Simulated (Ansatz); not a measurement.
Reaction (SMILES): S (H2S) + H+ → [SH3+]
B3LYP-D3(BJ)/def2-TZVP geometries, fixed; electronic energies without zero-point terms; positive where energy is released.

Effect of the final integration grid (spheres per factor e of radius in core and valence, angular degree) at PBE0/def2-TZVPP with Ansatz (a program for electronic structure), against the last row, where the proton affinity is 175.80 kcal/mol. The default's grid is 13, 11, 36.

| setting | largest shift of a total energy (mEh) | shift of the proton affinity (kcal/mol) |
|---|---|---|
| accuracy: medium (default) | 0.000 | 0.000 |
| final_grid: 4, 3, 11 | 0.714 | -0.022 |
| final_grid: 6, 5, 17 | -0.033 | -0.024 |
| final_grid: 8, 7, 23 | 0.003 | 0.002 |
| final_grid: 10, 9, 29 | 0.000 | 0.000 |
| final_grid: 18, 15, 47 | 0.000 | 0.000 |
| final_grid: 26, 22, 59 | 0.000 | 0.000 |

Within 0.02 kcal/mol in the proton affinity: accuracy: medium (default); final_grid: 8, 7, 23; final_grid: 10, 9, 29; final_grid: 18, 15, 47. The largest shift is 0.714 mEh in a total energy and 0.024 kcal/mol in the difference.
